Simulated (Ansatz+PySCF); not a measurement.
Two shapes of singlet C2H2O2.

Shape 1:

```xyz
6

C     0.0000    0.0244   -0.7597
C     0.0000   -0.0244    0.7597
O     0.0000    1.0643   -1.3573
O     0.0000   -1.0643    1.3573
H     0.0000   -0.9801   -1.2524
H     0.0000    0.9801    1.2524
```

Shape 2:

```xyz
6

C     0.0000    0.0263   -0.8204
C     0.0000   -0.0263    0.8204
O     0.0000    1.1494   -1.4659
O     0.0000   -1.1494    1.4659
H     0.0000   -1.0585   -1.3526
H     0.0000    1.0585    1.3526
```

Basis set: def2-SVP (spherical functions). Correlated methods keep 4 orbitals frozen. Charge 0, multiplicity 1.

Computed with Ansatz (development build ahead of 0.2.0); each method stands on the lowest determinant of its kind that the runs found.

Task: Which shape is lower in energy, and by how much in each method?

Result:

```tsv
method	E(2) − E(1) (eV)
UHF	1.458
RHF-MP2	0.963
UHF-MP2	2.305
RHF-CCSD	1.099
RHF-CCSD(T)	0.959
```

Shape 1 is lower. Caution for UHF, UHF-MP2: the unrestricted determinant is spin contaminated; the determinant breaks the point group. Caution for RHF-MP2, RHF-CCSD, RHF-CCSD(T): an unrestricted determinant lies well below. Caution for UHF-MP2: another reference gives a lower total.
